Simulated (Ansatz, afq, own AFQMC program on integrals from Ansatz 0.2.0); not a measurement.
Integrals from Ansatz 0.2.0, then the random walk in our own AFQMC program (afq).

```yaml
crystal:
  periodic: [false, false, false]
  atoms:
    - {symbol: Si, position_ang: [-0.002716, 0.000000, 0.492711]}
    - {symbol: C, position_ang: [0.023717, -0.000001, -1.396758]}
    - {symbol: H, position_ang: [0.630455, -1.216386, 1.069825]}
    - {symbol: H, position_ang: [0.630650, 1.216284, 1.069826]}
    - {symbol: H, position_ang: [-1.468051, 0.000117, 0.775218]}
basis:
  gaussian: {orbitals: cc-pVTZ}
total_charge: 1
magnetization: {spin_polarized: false, initial_magnetization: 2}
correlation: {method: ccsd_t, electrons: outside_noble_gas, hamiltonian_folder: ham}
```

```sh
$ ansatz run in.yaml --threads 1 --pin off --events-out ev --progress --plain --max-ram 16896MiB --backend cuda --devices 0, --max-vram 18GiB
```

Options of the walk:

```
--method phaseless --trial hf --walkers 400 --populations 10 --least-time 40 --time-step 0.005 --steps-per-block 20 --equilibration-blocks 112 --max-blocks 4000 --target-error 0.0009500 --factor-cut 1e-05 --start spin_pure --seed 8921 --taylor-order 6
```

Times are imaginary, in 1/Eh. The walk had a cap of 86 s. With eight or more populations the least sampling time is a fifth of least-time, and the error comes from their spread.

Log:

```
orbitals 100  electrons 6 4  factors 602 of 606
reference energy -328.07077416 Eh
CCSD correlation -0.22847629 Eh in 18 cycles, weight of the determinant in the CISD state 0.8646
energy of the start -328.070777 Eh
 block  time / (1/Eh)  mean weight  energy / Eh
     1     0.100  1.0007  -328.121056
     2     0.200  1.0009  -328.155925
     3     0.300  1.0008  -328.183107
     4     0.400  1.0013  -328.200049
     5     0.500  1.0006  -328.218652
    10     1.000  1.0002  -328.263404
    43     4.300  1.0013  -328.300187
    78     7.800  0.9995  -328.304587
   113    11.300  1.0008  -328.305346
   148    14.800  0.9997  -328.329537
   183    18.300  1.0007  -328.317467
   218    21.800  1.0016  -328.307353
   253    25.300  0.9985  -328.293840
   288    28.800  0.9994  -328.308669
   302    30.200  1.0000  -328.303365
error from the spread of 10 populations
energy -328.310544 +/- 0.000924 Eh
(rows thinned)
```

The run passed its tests (sampling time, drift between the halves within three errors, error under three times the target), which doesn't prove that it has relaxed. The second half of the sampling lies above the first by 2.9 errors of their difference, so the energy may still be moving and its error bar be too small.

Against this walk (error 25.1 meV) on the same determinant: CCSD(T) 98.4 meV higher, the released energy of a separate walk with a CISD trial 32.6 ± 26.0 meV higher (within the noise), a separate phaseless walk with a CISD trial and standard settings 68.5 ± 25.5 meV higher. The error is statistical and leaves out the bias of the constraint.

Cautions: constraint bias not in the error; lower spins were not checked.

The walk took 20 s on 1 × NVIDIA H100 80GB HBM3 with 2 threads of AMD EPYC 7R13 Processor (Zen 3), on a shared host (the card was shared). The log's last line is the phaseless energy.

A walk keeps the symmetry of its determinant, which the program's search chose and which needn't be the lowest solution, so a lower state of the same spin and another symmetry isn't excluded.
